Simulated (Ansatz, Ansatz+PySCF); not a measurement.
```xyz
3

C     0.0013    0.0215   -0.6362
F     0.0176    0.9786    0.1847
F     0.0028   -1.0591    0.1617
```

RHF-MP2 on singlet CF₂ was run in several spherical basis sets with Ansatz (development build ahead of 0.2.0). Frozen core: 3 orbitals.

Rank the basis sets by the total energy that they give, lowest first, with the distance from the lowest.
A. aug-cc-pVDZ
B. cc-pVTZ
C. cc-pVDZ
D. STO-3G
E. 6-31G(d)
F. 6-31G
G. def2-TZVP
H. def2-SVP

G (0.00 eV), B (0.24 eV), A (5.10 eV), C (6.55 eV), E (7.99 eV), H (12.30 eV), F (13.83 eV), D (106.40 eV).

Totals follow the description of the cores as much as that of the bonds, so this order isn't one of quality for chemistry.
